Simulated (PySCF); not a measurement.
C₅H₆F (doublet state).
Cartesian coordinates in Å at the GFN2-xTB level; atoms count from 1:
```
atom  x, y, z in Å
F1     2.2125    0.1076    0.6714
C2     1.2643    0.4943   -0.2460
C3     0.0685   -0.4372   -0.1948
C4    -1.1185    0.0214   -1.0322
C5    -1.8610    0.1467    0.0526
C6    -0.8370   -0.2849    1.0614
H7     0.9798    1.5224    0.0017
H8     1.7457    0.4639   -1.2298
H9     0.3660   -1.4717   -0.3795
H10   -1.2343    0.1664   -2.0861
H11   -1.0628   -1.2085    1.5877
H12   -0.5221    0.4789    1.7674
```

The hyperfine couplings belong to this conformer and change with its torsions.

Identity: `FC[C@@H]1C=[C]C1` [radical].

Method used: UKS B3LYP, pcH-1 on C F H, non-relativistic, mean-field spin-orbit, GIAO in PySCF 2.14.0. One conformer (not necessarily the lowest) at the GFN2-xTB geometry, without solvent, vibrations or thermal averaging. A GFN2-xTB geometry isn't a minimum of the functional, and hyperfine couplings can be far from their values at a DFT geometry. No stability test was run, so a lower SCF solution isn't excluded.

Q: Give the principal g shifts and their parts.

A: 
```json
{"Δg (ppm)": "relativistic mass correction", "1": "-171", "2": "-171", "3": "-171"}
{"Δg (ppm)": "gauge correction", "1": "19", "2": "11", "3": "-22"}
{"Δg (ppm)": "orbital Zeeman/spin–orbit", "1": "-989", "2": "-2", "3": "893"}
{"Δg (ppm)": "total", "1": "-1140", "2": "-161", "3": "700"}
```

So g = 2.00118, 2.00216, 2.00302 and g_iso = 2.00212; the tensor is rhombic: the two nearest values differ by 47 % of g3 − g1. 

Q: Average each term over the three axes. Which is largest in size?

A: The mass correction -171, the orbital-Zeeman/spin–orbit term -33 and the gauge correction 3 ppm, for a total of -200 ppm. The mass correction is the largest in size. The mass correction is the same along every axis, so the anisotropy comes from the other two: their spans along these axes are 41 (gauge) and 1881 ppm (orbital Zeeman/spin–orbit).

Q: At 9.525 GHz, how far is the centre of the isotropic spectrum from where a free electron (g = 2.002319) resonates?

A: B = hν/(g μB) with μB/h = 13.99624 MHz/mT gives 339.88 mT for the free electron and 339.91 mT at g_iso, 0.03 mT higher.

Q: What effective moment and Curie constant follow for a powder?

A: With the mean of g² = 4.0085 and S(S+1) = 0.75: μ_eff = √(⟨g²⟩S(S+1)) = 1.734 μB and χT = 0.12505·⟨g²⟩·S(S+1) = 0.376 cm³ K/mol (cgs; spin-Hamiltonian part alone).

Q: In a frozen sample, at which fields do the three g values resonate at 9.5, 34, 94 and 263 GHz (hyperfine left aside), and which band first spreads them over more than twice a line width of 0.3 mT?

A: 
| band | GHz | B(g3) mT | B(g2) mT | B(g1) mT | spread mT |
| --- | --- | --- | --- | --- | --- |
| X | 9.5 | 338.87 | 339.01 | 339.18 | 0.31 |
| Q | 34.0 | 1212.78 | 1213.30 | 1213.90 | 1.12 |
| W | 94.0 | 3352.98 | 3354.42 | 3356.07 | 3.08 |
| J | 263.0 | 9381.21 | 9385.25 | 9389.84 | 8.63 |

The spread grows in proportion to the frequency. Q band is the first where it exceeds 0.6 mT.

Largest spin populations (Mulliken): C5 (+0.91), C3 (+0.08) and C4 (-0.07). No atom but C5 exceeds +0.15.

The HOMO–LUMO gaps are 6.53 eV among the α and 4.75 eV among the β orbitals.

On one thread, Arm Neoverse V1 (aarch64), no GPU (shared host), this took 32 s of wall time (with the writing of density and orbital grids) and 0.84 GiB of memory at its peak.
